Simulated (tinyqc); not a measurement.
Extended Hueckel theory, for H2O-, step by step. The parameters take no account of the charge, which enters only through the electron count, and nothing here shows that the anion is bound. One step of it, computed by the program tinyqc.

Question. Orbitals. Solve H C = S C e through S^(-1/2); fill by pairs from the bottom, a degenerate level sharing its electrons equally; each orbital has its largest coefficient positive (the first on a tie).

H (eV), order 1O 2s, 1O 2px, 1O 2py, 1O 2pz, 2H 1s, 3H 1s:
```
[[-32.300000, 0.000000, 0.000000, 0.000000, -22.273071, -22.409141],
 [0.000000, -14.800000, 0.000000, 0.000000, 0.000000, 0.000000],
 [0.000000, 0.000000, -14.800000, 0.000000, -8.768366, 8.808320],
 [0.000000, 0.000000, 0.000000, -14.800000, -6.736115, -6.758802],
 [-22.273071, 0.000000, -8.768366, -6.736115, -13.600000, -5.976463],
 [-22.409141, 0.000000, 8.808320, -6.758802, -5.976463, -13.600000]]
```

overlap S, order 1O 2s, 1O 2px, 1O 2py, 1O 2pz, 2H 1s, 3H 1s:
```
[[1.000000, 0.000000, 0.000000, 0.000000, 0.453839, 0.456612],
 [0.000000, 1.000000, 0.000000, 0.000000, 0.000000, 0.000000],
 [0.000000, 0.000000, 1.000000, 0.000000, 0.308470, -0.309876],
 [0.000000, 0.000000, 0.000000, 1.000000, 0.236976, 0.237774],
 [0.453839, 0.000000, 0.308470, 0.236976, 1.000000, 0.219723],
 [0.456612, 0.000000, -0.309876, 0.237774, 0.219723, 1.000000]]
```

valence electrons = 9

Give: orbital energies; occupations; coefficients; sum of one-electron energies.

Answer.

orbital energies (eV): [-35.535, -18.018, -15.494, -14.800, 3.922, 21.918]

occupations: [2.000, 2.000, 2.000, 2.000, 1.000, 0.000]

coefficients, order 1O 2s, 1O 2px, 1O 2py, 1O 2pz, 2H 1s, 3H 1s:
```
[[0.782, 0.000, -0.193, 0.000, 0.007, 0.975],
 [0.000, 0.000, 0.000, 1.000, 0.000, 0.000],
 [0.000, 0.706, -0.001, 0.000, 0.909, -0.011],
 [-0.033, 0.000, 0.937, 0.000, 0.005, 0.532],
 [0.204, 0.354, 0.106, 0.000, -0.859, -0.806],
 [0.206, -0.352, 0.106, 0.000, 0.843, -0.829]]
```

sum of one-electron energies = -163.773 eV
